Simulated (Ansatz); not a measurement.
`CC(N)N` and `NCN` differ in one atom or group.

Ansatz, PBE0-D4/def2-TZVP geometries, multiplicity 1. Each molecule was computed in one conformer, which needn't be the lowest.

```tsv
property	`CC(N)N`
size of the dipole moment (PBE/def2-TZVPP) / D	1.22
zero-point energy (PBE0-D4/def2-TZVP) / kJ/mol	289.9
HOMO–LUMO gap (PBE0/def2-TZVPP) / eV	7.74
HOMO energy (PBE0/def2-TZVPP) / eV	-6.75
LUMO energy (ωB97M-V/def2-TZVPP) / eV	2.39
LUMO energy (B3LYP/def2-TZVPP) / eV	0.63
```

(1) What does the change do to each property? (Estimate.)

Answers

(1) The calculation gave: 
| property | `NCN` | shift |
| --- | --- | --- |
| size of the dipole moment (PBE/def2-TZVPP) / D | 1.57 | 0.35 |
| zero-point energy (PBE0-D4/def2-TZVP) / kJ/mol | 216.4 | -73.5 |
| HOMO–LUMO gap (PBE0/def2-TZVPP) / eV | 7.88 | 0.14 |
| HOMO energy (PBE0/def2-TZVPP) / eV | -6.89 | -0.14 |
| LUMO energy (ωB97M-V/def2-TZVPP) / eV | 2.37 | -0.02 |
| LUMO energy (B3LYP/def2-TZVPP) / eV | 0.61 | -0.02 |

The zero-point energy changes by -73.5 kJ/mol with -9 modes. Dipoles are sizes alone; their direction can turn.

B3LYP here is the variant with VWN-RPA as its local correlation; programs differ in this.
